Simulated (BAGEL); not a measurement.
**HF/3-21G (density fitting with qzvpp-jkfit) run of NSF3 (SMILES N#S(F)(F)F)**

Aim: the vertical singlet–triplet gap of NSF3 at HF/3-21G (density fitting with qzvpp-jkfit), from 2 runs. 

The results are computed with BAGEL 1.2.2.

5 further runs of the same task are left out: 3 that didn't finish, 2 set aside as unsound or not needed.

## (1) The molecule

NSF3: 5 atoms, total charge 0, spin state singlet. As SMILES, `N#S(F)(F)F`. Geometry: relaxed at GFN2-xTB.

Bond lengths: N1–S2 1.414 Å, S2–F3 1.622 Å, S2–F4 1.623 Å, S2–F5 1.622 Å. Angles: N1–S2–F3 123.3°, N1–S2–F4 123.2°, N1–S2–F5 123.3°, F3–S2–F4 92.8°, F3–S2–F5 92.8°, F4–S2–F5 92.8°.

## (2) The energy at HF/3-21G (density fitting with qzvpp-jkfit)

The input, job.json:

```json
{ "bagel": [

{
  "title": "molecule",
  "basis": "3-21g",
  "df_basis": "qzvpp-jkfit",
  "angstrom": true,
  "geometry": [
    { "atom": "N", "xyz": [      -0.358080,      -0.004690,       1.626160 ] },
    { "atom": "S", "xyz": [      -0.053300,      -0.000320,       0.245520 ] },
    { "atom": "F", "xyz": [       1.060160,      -0.972240,      -0.423820 ] },
    { "atom": "F", "xyz": [      -1.148560,      -0.328830,      -0.906480 ] },
    { "atom": "F", "xyz": [       0.499780,       1.306070,      -0.541380 ] }
  ]
},

{ "title": "hf", "charge": 0 },

{ "title": "print", "file": "orbitals.molden", "orbitals": true }

]}
```

On the command line:

```sh
$ BAGEL_NUM_THREADS=1 BAGEL job.json > job.out
```

Standard output:

```text
* using 1 threads per process

  ===============================================================
  ===============================================================

  *** Geometry ***

  { "atom" : "N", "xyz" : [     -0.676673,     -0.008863,      3.072997 ] },
  { "atom" : "S", "xyz" : [     -0.100722,     -0.000605,      0.463966 ] },
  { "atom" : "F", "xyz" : [      2.003412,     -1.837267,     -0.800904 ] },
  { "atom" : "F", "xyz" : [     -2.170464,     -0.621399,     -1.712999 ] },
  { "atom" : "F", "xyz" : [      0.944447,      2.468115,     -1.023060 ] },

  Number of auxiliary basis functions:      436

  Since a DF basis is specified, we compute 2- and 3-index integrals:
    o Being stored without compression. Storage requirement is 0.008 GB

  Number of basis functions:       49
  Number of electrons      :       50

    * METHOD: MOLECULE                             0.10

  *** RHF ***

  === Nuclear Repulsion ===
   274.9294779459

      * DIIS with orbital gradients will be used.

  === RHF iteration (3-21g) ===
      0       -745.73423788          0.03665824           0.03
      1       -745.90308134          0.02599356           0.03
      2       -746.05109905          0.00566195           0.03
      3       -746.05789846          0.00089973           0.03
      4       -746.05843636          0.00022249           0.02
      5       -746.05847982          0.00005636           0.02
      6       -746.05848299          0.00001740           0.02
      7       -746.05848330          0.00000415           0.02
      8       -746.05848332          0.00000160           0.02
      9       -746.05848332          0.00000048           0.02
     10       -746.05848332          0.00000010           0.02
     11       -746.05848332          0.00000004           0.02
     12       -746.05848332          0.00000003           0.03
     13       -746.05848332          0.00000001           0.02
    * SCF iteration converged.

    * Permanent dipole moment:
           (   -0.076119,    -0.002343,     0.333051) a.u.

    * METHOD: HF                                   0.41

    * METHOD: PRINT                                0.00

  ===============================================================
```

It took 0.71 s on 1 thread of AMD EPYC 9R45 (Zen 5), shared host.

## (3) The triplet at the same level

The input, input.json:

```json
{ "bagel": [

{
  "title": "molecule",
  "basis": "3-21g",
  "df_basis": "qzvpp-jkfit",
  "angstrom": true,
  "geometry": [
    { "atom": "N", "xyz": [   -0.358080,   -0.004690,    1.626160 ] },
    { "atom": "S", "xyz": [   -0.053300,   -0.000320,    0.245520 ] },
    { "atom": "F", "xyz": [    1.060160,   -0.972240,   -0.423820 ] },
    { "atom": "F", "xyz": [   -1.148560,   -0.328830,   -0.906480 ] },
    { "atom": "F", "xyz": [    0.499780,    1.306070,   -0.541380 ] }
  ]
},
{
  "title": "uhf",
  "nopen": 2
},
{
  "title": "print",
  "file": "orbitals.molden",
  "orbitals": true
}

]}
```

On the command line:

```sh
$ BAGEL_NUM_THREADS=1 BAGEL input.json > input.out
```

Standard output:

```text
* using 1 threads per process

  ===============================================================
  ===============================================================

  *** Geometry ***

  { "atom" : "N", "xyz" : [     -0.676673,     -0.008863,      3.072997 ] },
  { "atom" : "S", "xyz" : [     -0.100722,     -0.000605,      0.463966 ] },
  { "atom" : "F", "xyz" : [      2.003412,     -1.837267,     -0.800904 ] },
  { "atom" : "F", "xyz" : [     -2.170464,     -0.621399,     -1.712999 ] },
  { "atom" : "F", "xyz" : [      0.944447,      2.468115,     -1.023060 ] },

  Number of auxiliary basis functions:      436

  Since a DF basis is specified, we compute 2- and 3-index integrals:
    o Being stored without compression. Storage requirement is 0.008 GB

  Number of basis functions:       49
  Number of electrons      :       50

    * METHOD: MOLECULE                             0.10

  *** Open-shell HF ***

  === Nuclear Repulsion ===
   274.9294779459

      * DIIS with orbital gradients will be used.

  === UHF iteration (3-21g) ===
      0       -745.64322843          0.06110575           0.05
      1       -745.82646059          0.03822080           0.04
      2       -745.88059770          0.02283605           0.04
      3       -745.90801405          0.00204893           0.04
      4       -745.90990907          0.00138441           0.04
      5       -745.91191612          0.00073428           0.05
      6       -745.91277992          0.00042175           0.05
      7       -745.91311927          0.00033170           0.05
      8       -745.91326913          0.00028662           0.08
      9       -745.91350107          0.00026585           0.05
     10       -745.91381549          0.00020510           0.07
     11       -745.91398810          0.00016408           0.05
     12       -745.91409353          0.00014338           0.06
     13       -745.91418698          0.00011994           0.05
     14       -745.91420815          0.00011435           0.05
     15       -745.91424025          0.00010788           0.04
     16       -745.91425619          0.00010280           0.05
     17       -745.91428740          0.00009756           0.05
     18       -745.91431790          0.00009038           0.04
     19       -745.91436488          0.00007625           0.05
     20       -745.91439581          0.00006250           0.05
     21       -745.91441331          0.00005176           0.05
     22       -745.91441795          0.00005499           0.04
     23       -745.91442128          0.00004170           0.05
     24       -745.91442883          0.00002834           0.05
     25       -745.91443382          0.00001409           0.05
     26       -745.91443407          0.00000904           0.05
     27       -745.91443434          0.00000682           0.05
     28       -745.91443432          0.00000461           0.04
     29       -745.91443443          0.00000308           0.04
     30       -745.91443447          0.00000218           0.04
     31       -745.91443448          0.00000180           0.04
     32       -745.91443451          0.00000124           0.04
     33       -745.91443452          0.00000067           0.04
     34       -745.91443452          0.00000056           0.04
     35       -745.91443452          0.00000049           0.04
     36       -745.91443452          0.00000045           0.04
     37       -745.91443452          0.00000040           0.04
     38       -745.91443452          0.00000037           0.04
     39       -745.91443452          0.00000034           0.04
     40       -745.91443452          0.00000030           0.04
     41       -745.91443452          0.00000027           0.04
     42       -745.91443452          0.00000021           0.04
     43       -745.91443452          0.00000017           0.05
     44       -745.91443452          0.00000014           0.04
     45       -745.91443452          0.00000010           0.04
     46       -745.91443452          0.00000008           0.05
     47       -745.91443452          0.00000006           0.05
     48       -745.91443452          0.00000005           0.05
     49       -745.91443452          0.00000005           0.04
     50       -745.91443452          0.00000004           0.04
     51       -745.91443452          0.00000004           0.04
     52       -745.91443452          0.00000004           0.05
     53       -745.91443452          0.00000004           0.05
     54       -745.91443452          0.00000003           0.05
     55       -745.91443452          0.00000003           0.04
     56       -745.91443452          0.00000002           0.04
     57       -745.91443452          0.00000002           0.05
     58       -745.91443452          0.00000001           0.04
     59       -745.91443452          0.00000001           0.04
     60       -745.91443452          0.00000001           0.04
    * SCF iteration converged.

    * S^2 (UHF) is 2.0611

    * Permanent dipole moment:
           (   -0.017475,    -0.018828,    -0.281646) a.u.

    * METHOD: UHF                                  2.89

    * METHOD: PRINT                                0.00

  ===============================================================
```

It took 3.3 s on 1 thread of AMD EPYC 9R45 (Zen 5), shared host.

## (4) Summary of results

At HF/3-21G (density fitting with qzvpp-jkfit):

```
                                        quantity          value
                           singlet: total energy  -746.05848 Eh
                          singlet: dipole moment         0.87 D
                            singlet: HOMO energy      -13.12 eV
                            singlet: LUMO energy        1.73 eV
                          singlet: HOMO–LUMO gap       14.85 eV
                           triplet: total energy  -745.91443 Eh
                          triplet: dipole moment         0.72 D
                                   triplet: ⟨S²⟩          2.061
vertical energy of the triplet above the singlet       3.920 eV
```

What this shows: At this shape the triplet lies 3.92 eV (90 kcal/mol) above the singlet.
